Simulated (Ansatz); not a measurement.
Species: C₄H₄N, charge 0, multiplicity 2. SMILES: [c]1cc[nH]c1
Geometry from a B3LYP-D3(BJ)/def2-TZVP (Ansatz, a quantum-chemistry and plane-wave program) optimisation:
```xyz
9

H      0.0018     0.0447     2.0683
N      0.0012     0.0470     1.0637
C      0.0125     1.1797     0.2746
C     -0.0110    -1.0751     0.2784
C      0.0069     0.7218    -1.0097
C     -0.0078    -0.6842    -1.0463
H      0.0231     2.1687     0.6953
H     -0.0211    -2.0606     0.7125
H     -0.0151    -1.3345    -1.9036
```
Charge 0, spin multiplicity 2.

Property: enthalpy of formation at 298 K, in kcal/mol. Conventions: 6-311+G** with 5d; non-relativistic; valence correlation only; spin-orbit terms left out; LANL2DZ all-electron up to Ne; 6-31G* and kin with 6d, 5d where marked; open shells spin-unrestricted. Ab initio and DFT rows: single points at B3LYP-D3(BJ) geometries (Ansatz), with unscaled harmonic terms from B3LYP/6-31G* at its own minima, enthalpies of formation by atomisation with measured atoms. A UHF reference is markedly spin-contaminated in at least one set, which strains HF and MP2.

| level | program | enthalpy of formation at 298 K (kcal/mol) |
|---|---|---|
| MP2/3-21G | Ansatz | 240.0 |
| MP2/LANL2DZ | Ansatz | 257.6 |
| MP2/6-31G* | Ansatz | 161.1 |
| MP2/6-311+G** | Ansatz | 139.4 |

No value to compare with is used here. The 4 habitual levels span 139.4 (MP2/6-311+G**) to 257.6 kcal/mol (MP2/LANL2DZ).

The sets are all those run for this method; runs whose electronic state is in doubt are left out.
